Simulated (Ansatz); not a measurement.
Ansatz (a program for electronic structure) input:

Ansatz 0.2 input:
```yaml
crystal:
  periodic: [false, false, false]
  atoms:
    - {symbol: C, position_ang: [-0.00000000, -0.00000000, -0.49689011]}
    - {symbol: N, position_ang: [0.00000000, 0.00000000, 0.64927938]}
    - {symbol: H, position_ang: [-0.00000000, -0.00000000, -1.56361504]}
basis:
  gaussian:
    orbitals: def2-TZVP
hamiltonian:
  xc: b3lyp
  dispersion: d3bj
phonons: {temperatures: {t_min: 298.15, t_max: 298.15, t_step: 100}}
```

Q: Predict the final energy.

A: -93.46569 Eh (B3LYP-D3(BJ)/def2-TZVP). The basis has 68 functions.
